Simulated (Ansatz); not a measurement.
A made-up structure of CH4OSi, singlet:

```xyz
7
angstrom
C -0.6666 0.4462 -0.2358
Si 0.8199 -0.5534 0.2173
O 1.7527 -1.2691 -0.7419
H -0.8101 0.4752 -1.3158
H 2.0546 -2.0473 -0.2478
H -0.5577 1.4666 0.1451
H 1.0189 -0.5873 1.6926
```

It is relaxed with PBE-D4/def2-SVP and then PBE0-D4/def2-TZVP (Ansatz 0.2.0). Atoms count as bonded within 1.22 times the sum of their covalent radii (H–H: 0.88 Å). The end point is not checked to be a true minimum.

Q: Does its bonding change? (Judge from chemistry; the calculation decides.)

A: The calculation gives: No: no bond forms or breaks.

Where it ends: The first stage lowers the energy by 1.39 eV in 10 steps. It ends as CH₄OSi ([CH2][SiH][OH]):
```tsv
atom	x (Å)	y (Å)	z (Å)
C1	-0.4248	0.5975	-0.3687
Si2	0.7494	-0.4518	0.2340
O3	1.5542	-1.5439	-0.6757
H4	-0.7437	0.6374	-1.4020
H5	2.2019	-2.0977	-0.2384
H6	-0.9034	1.2876	0.3165
H7	1.1781	-0.4983	1.6480
```

Labels in which every atom is bracketed show which atoms are joined, not bond orders.

For scale, one of the runs: PBE0-D4/def2-TZVP relaxation, 123 basis functions, launched by `ansatz run in.yaml --threads 2 --pin off --events-out ev --progress --plain --max-ram 4352MiB`. The run took about 5.5 s on 2 CPU threads of an AMD EPYC 9R45 (shared host).
